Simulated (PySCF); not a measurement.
nitrogen (N₂), SMILES N#N. Geometry: PBE0-D3(BJ)/def2-TZVPD.

Computed equilibrium geometry at PBE0-D3(BJ)/def2-TZVPD (PySCF confirms it by a frequency run) as Cartesian coordinates in Å, and its point group:
point group D∞h.
```xyz
2

N      0.0000     0.0000    -0.5447
N      0.0000     0.0000     0.5447
```
